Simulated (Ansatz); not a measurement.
# C2H4O2S: up Jacob's ladder to CCSD(T)

An exercise on one series of results from a longer session: the logs are not shown, and one member is left open.

The runs use Ansatz 0.2.0, Gaussian basis; functionals in def2-TZVPP, the program's frozen cores in correlated methods.

Plan: LDA (SPW92), PBE-D4, revPBE-D4, BLYP-D4, r2SCAN-D4, B97M-V, PBE0-D4, B3LYP-D4, r2SCANh-D4, r2SCAN0-D4, HSE06-D4, BHLYP-D4, CAM-B3LYP-D4, LC-ωPBE, ωB97X-V, ωB97M-V, B2PLYP, PBE-QIDH; CCSD(T)/def2-SVP; CCSD(T)/def2-TZVPP; MP2/def2-QZVPP; extrapolation to the limit; RPA on PBE.

## The relaxed structure

An earlier PBE0-D4 in a triple-zeta def2 set relaxation fixed the geometry.

SMILES `CSC(=O)O`, 9 atoms, charge 0, spin multiplicity 1.

Atoms are counted from 1 here; the program's logs count them from 0.

Bond lengths: C1–S2 1.800 Å, C1–H6 1.088 Å, C1–H7 1.091 Å, C1–H8 1.088 Å, S2–C3 1.754 Å, C3–O4 1.198 Å, C3–O5 1.344 Å, O5–H9 0.968 Å. Angles: S2–C1–H6 111.1°, S2–C1–H7 105.5°, S2–C1–H8 111.1°, H6–C1–H7 109.4°, H6–C1–H8 110.3°, H7–C1–H8 109.4°, C1–S2–C3 103.6°, S2–C3–O4 122.2°, S2–C3–O5 113.8°, O4–C3–O5 124.0°, C3–O5–H9 105.8°.

Set-up of the first run:

File in.yaml:

```yaml
crystal:
  periodic: [false, false, false]
  atoms:
    - {symbol: C, position_ang: [-0.575027, -1.066648, -0.817041]}
    - {symbol: S, position_ang: [1.124146, -0.630733, -0.414498]}
    - {symbol: C, position_ang: [0.953594, 0.774601, 0.620807]}
    - {symbol: O, position_ang: [1.900047, 1.342887, 1.086688]}
    - {symbol: O, position_ang: [-0.321916, 1.141150, 0.833554]}
    - {symbol: H, position_ang: [-1.069826, -0.259337, -1.352961]}
    - {symbol: H, position_ang: [-0.505833, -1.941788, -1.464103]}
    - {symbol: H, position_ang: [-1.136130, -1.323399, 0.079082]}
    - {symbol: H, position_ang: [-0.280457, 1.916966, 1.411369]}
basis:
  gaussian: {orbitals: def2-TZVPP}
hamiltonian: {xc: lda}
output: {orbitals: {seedname: orbitals}}
```

Launch:

```
$ ansatz run in.yaml --threads 2 --pin off --events-out ev --progress --plain --max-ram 4352MiB
```

Steps of the session up to this table: LDA; PBE-D4 (GGA); revPBE-D4 (GGA); BLYP-D4 (GGA); r2SCAN-D4 (meta-GGA); B97M-V (meta-GGA); B3LYP-D4 (hybrid); r2SCANh-D4 (hybrid); r2SCAN0-D4 (hybrid); HSE06-D4 (hybrid); BHLYP-D4 (hybrid); CAM-B3LYP-D4 (range-separated); LC-ωPBE (range-separated); ωB97X-V (range-separated); ωB97M-V (range-separated); B2PLYP (double hybrid); PBE-QIDH (double hybrid).

One of the session's tables, all rows but one given; the rest of the session is left out.

It belongs to the step «Orbital energies across the functionals». 

| functional | HOMO (eV) | gap (eV) |
| --- | --- | --- |
| LDA (SPW92) | -6.33 | 5.15 |
| PBE-D4 | -6.19 | 5.28 |
| revPBE-D4 | -6.14 | 5.32 |
| BLYP-D4 | -6.06 | 5.25 |
| r2SCAN-D4 | -6.47 | 5.78 |
| B97M-V | -6.54 | 6.01 |
| PBE0-D4 | -7.44 | 7.58 |
| B3LYP-D4 | -7.22 | 7.09 |
| r2SCANh-D4 | -6.92 | 6.63 |
| r2SCAN0-D4 | -7.62 | 7.90 |
| HSE06-D4 | ? | ? |
| BHLYP-D4 | -8.57 | 9.71 |
| CAM-B3LYP-D4 | -8.78 | 10.04 |
| LC-ωPBE | -10.13 | 12.66 |
| ωB97X-V | -9.78 | 12.18 |
| ωB97M-V | -9.62 | 11.65 |

Estimate the missing values for HSE06-D4.

As computed: HOMO (eV): -7.04; gap (eV): 6.79. In the column «HOMO (eV)» it lies between B3LYP-D4 (-7.22) and r2SCANh-D4 (-6.92).
